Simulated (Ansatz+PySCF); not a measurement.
Results of a calculation; reference values are marked as such.
This PySCF input gave a total energy of -25.02602 hartree.

```python
from pyscf import gto, scf, mp

mol = gto.M(atom="""
B 0.000000 0.000000 -0.438330
H 0.000000 0.000000 2.191630
""", basis='6-31g', charge=0, spin=0)
mf = scf.RHF(mol)
mf.kernel()
pt = mp.MP2(mf, frozen=1).run()
print(mf.e_tot, pt.e_corr, pt.e_tot)
```

Write an input for Ansatz with the same method and basis set.

```yaml
crystal:
  periodic: [false, false, false]
  atoms:
    - { symbol: B, position_ang: [0.0, 0.0, -0.43833] }
    - { symbol: H, position_ang: [0.0, 0.0, 2.19163] }
basis:
  gaussian: { orbitals: "6-31G" }
hamiltonian:
  xc: hf
correlation:
  method: mp2
  frozen_orbitals: { B: 1, H: 0 }
scf:
  omitted_lower_state_checks: [stability, starts, atomic_configurations, cluster_reference, orbital_swaps, given_window_search, neighbouring_geometries, increment]
```

Ansatz (development build ahead of 0.2.0) gave -25.02601 hartree, 0.05 meV from the first. Caution: large amplitudes, a single reference is doubtful; an unrestricted determinant lies well below.
